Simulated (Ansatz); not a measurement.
Born–Oppenheimer molecular dynamics of CH6Si + H3N (12 atoms, charge 0, multiplicity 1). It starts from a relaxed structure.

These are results of RKS PBE0-D4/6-31G* (Ansatz 0.2.0), not measurements.

```json
{
  "ensemble": "NVT, Langevin thermostat",
  "time step": "0.5 fs",
  "steps asked": "250",
  "set temperature": "300 K",
  "friction": "0.01 /fs",
  "seed": "902549"
}
```

First frame:

```xyz
12
Properties=species:S:1:pos:R:3
N -0.274 0.535 -1.923
H -0.743 1.431 -1.821
H 0.622 0.731 -2.361
H -0.817 0.003 -2.598
C 0.337 -1.303 0.890
Si -0.014 0.511 1.231
H -0.396 -1.943 1.393
H 1.332 -1.584 1.249
H 0.283 -1.480 -0.187
H -1.391 0.918 0.829
H 0.977 1.424 0.592
H 0.085 0.758 2.706
```

Problem. How far do the bonds stretch over the last three quarters of this one trajectory? (Pairs bonded in most of those frames.)

Solution. 
```
   bond  mean (Å)  spread (Å)  shortest  longest
  N1–H2     1.018       0.012      0.99     1.05
  N1–H3     1.021       0.036      0.96     1.09
  N1–H4     1.020       0.017      0.99     1.05
 C5–Si6     1.881       0.018      1.85     1.93
  C5–H7     1.101       0.035      1.03     1.16
  C5–H8     1.100       0.022      1.05     1.15
  C5–H9     1.092       0.011      1.07     1.12
Si6–H10     1.499       0.049      1.41     1.61
Si6–H11     1.504       0.065      1.39     1.61
Si6–H12     1.506       0.041      1.44     1.57
```

Mean temperature of the second half: 279 K. A run of 0.12 ps of so small a system gives no equilibrium averages.

The run took 14 min on 1 thread of Arm Neoverse N1 (shared host), peak memory 0.11 GiB.
